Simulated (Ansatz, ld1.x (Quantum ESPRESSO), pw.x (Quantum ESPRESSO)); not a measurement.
# Equation-of-state test of one ultrasoft potential (Ni)

- Element: Ni
- Generator: ld1.x (Quantum ESPRESSO) 7.5
- Type: ultrasoft
- Functional: PBEsol
- Relativity: scalar-relativistic
- Frozen core: [Ne]
- Valence charge: 18
- Reference configuration: 3s2 3p6 3d8 4s2 4p0
- Partial waves: 3s (bound): rcut 1.00, rcutus 1.20 bohr; 4s (bound): rcut 1.00, rcutus 1.20 bohr; 3p (bound): rcut 1.10, rcutus 1.40 bohr; 4p (bound, empty): rcut 1.10, rcutus 1.40 bohr; 3d (bound): rcut 1.40, rcutus 1.65 bohr; 3d channel at 2.2 Ry: rcut 1.40, rcutus 1.65 bohr
- Local potential: all-electron potential smoothed inside 1.45 bohr (lloc = -1)
- Core correction: a·sin(br)/r model core inside 1.25 bohr
- Augmentation charge: PSQ, inside the norm-conserving radii

Atomic tests: cutoffs needed: 60 Ry and 100 Ry (the cutoffs (Ry, on a coarse ladder) from which the occupation-weighted sum of valence levels, in a spherical-Bessel basis at the reference potential, stays within 10 and 1 mRy of its value at 400 Ry); ghost test: no extra level below or beside the all-electron valence levels (s, p, d, f tested) (spherical-Bessel basis up to 400 Ry, 20 bohr box); largest excitation error: +95 meV (all-electron minus pseudo) for 3s2 3p6 3d6 4s0 4p0, out of 7 test configurations.

Crystal test: diamond Ni in pw.x 7.5, no spin, 9³ k-points, Fermi–Dirac smearing 0.01 Ry, cutoffs 120/900 Ry. The reference is all-electron LAPW (Ansatz 0.2.0) with the same functional, mesh and smearing; V0 and B0 come from Birch–Murnaghan fits to the pressures at five volumes. Errors are pseudo minus all-electron; Δ is the rms difference of the E(V) curves that follow from these fits, minima aligned, over ±6 % about the mean V0. Mesh and smearing are coarse, so the numbers serve the comparison and aren't converged zero-temperature values; the lattice is a test structure that the element need not adopt. Spin polarisation and strong correlation are left out, which matters for this element.

All-electron: a0 = 5.008 Å (V0 = 15.70 Å³/atom), B0 = 106.8 GPa.

Task: How far does the potential miss the all-electron equation of state?

Result: mean pressure error (GPa): +0.91; a0 (Å): 5.022; a0 error (%): +0.28; B0 error (%): -1.4; Δ (meV/atom): 3.1.

| V (Å³/atom) | P all-electron (GPa) | P pseudo (GPa) |
| --- | --- | --- |
| 14.907 | 6.23 | 7.29 |
| 15.300 | 2.91 | 3.88 |
| 15.692 | 0.03 | 0.94 |
| 16.084 | -2.46 | -1.62 |
| 16.477 | -4.62 | -3.84 |

Task: At the middle volume, how do free energy and pressure move when the wave cutoff is lowered (ecutrho held at 900 Ry)?

Result:

```tsv
cutoff (Ry)	shift of F (meV/atom)	shift of P (GPa)
54	+338.3	-10.95
72	+31.7	-0.76
96	+12.1	-0.52
```

The run at the middle volume (35 k-points, 9 iterations) took about 75 s on one core of a shared host (Neoverse-V2, 32 threads, 247 GiB, load 13).
